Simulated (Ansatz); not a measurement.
```xyz
11

C    -2.4865    0.5883   -0.0190
C    -1.2949    0.8688   -0.5292
F    -1.1748    1.8406   -1.4519
C    -0.0676    0.2392   -0.2067
C     0.9821   -0.2872    0.0581
C     2.2426   -0.9209    0.3775
H    -3.3643    1.1341   -0.3379
H    -2.5819   -0.1918    0.7216
H     2.2042   -1.9933    0.1695
H     3.0517   -0.4890   -0.2163
H     2.4894   -0.7889    1.4342
```

The species carries charge 0 and has multiplicity 1.

Problem. List the PBE/def2-TZVPP orbital energies in eV (Ansatz 0.2.0). (An estimate is asked.)

Solution. Computed: Occupied: -660.28, -271.59, -269.76, -269.41, -269.03, -268.91, -30.61, -20.06, -19.30, -17.61, -15.43, -13.57, -11.89, -11.64, -11.18, -10.85, -10.82, -10.05, -9.05, -7.65, -6.81, -5.84. Lowest empty: -1.62, -0.40, 0.50, 1.51, 1.64, 2.13, 2.60, 2.99.
